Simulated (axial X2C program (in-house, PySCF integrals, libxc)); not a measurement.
## S₂: from the spin-free to the two-component result

All values were computed with an in-house relativistic program for diatomic molecules. Spin-free means the one-electron spin-free X2C Hamiltonian; two-component (2c) means X2C with spin–orbit coupling and atomic mean-field two-electron Coulomb and Gaunt terms, so the difference of the two also holds small scalar two-electron terms. Basis: S dyall-av3z [9s8p3d2f] (cores contracted in-house); Gaussian nuclei, density fitting, unrestricted open shells. Masses: S 31.972 u.

Spin-free state: M_S = 1, Λ = 0 (beyond evenly filled blocks: π+α, π-α); fragments S + S.

```csv
level,Re (Å),ωe (cm⁻¹),De (eV)
PBE0,1.896,745.8,4.505
M06,1.904,735.6,4.384
```

Two-component determinant lowest at the distance of the search:

Ω = 1 (⟨Sz⟩ = 1.00, ⟨Lz⟩ = 0.00 at PBE0); fragments S + S.

| level | Re (Å) | ωe (cm⁻¹) | De (eV) |
| --- | --- | --- | --- |
| PBE0 | 1.896 | 745.5 | 4.504 |
| M06 | 1.904 | 735.2 | 4.335 |

(1) From the two tables, how do the constants change at the PBE0 level (2c against spin-free)?

The state is one determinant whose occupation by symmetry is held fixed; it was picked as the lowest of a PBE0 search that is not exhaustive. De is counted from the lowest determinant-based energies of the atoms at the same level, without counterpoise correction. Density functionals use the spin component along the axis (collinear). In 2c an atomic determinant is not the ground J level, so De misses part of the atomic spin–orbit lowering. This holds for PBE0. Other states lie close and PBE0, whose exact exchange favours high spin, may order them wrongly; the determinant shown need not be the ground state. The nearest other spin-free determinant of the search, M_S = 0, Λ = 2, lies 0.71 eV up at the distance of the search. Without a current term, density functionals place determinants with orbital angular momentum somewhat too high. With several unpaired electrons one determinant need not be a pure state. Open-shell Ω = 0 determinants with evenly filled partner blocks cannot be reached by this program, so the Ω shown need not be the lowest component. This is the Ω = 1 component of a π² triplet; the 0⁺ component is not one determinant and can lie lowest.

Results:

(1) At the PBE0 level Re is unchanged within 0.001 Å and ωe goes down by 0.3 cm⁻¹; De is not compared, since the atomic limits differ or miss part of their spin–orbit lowering.
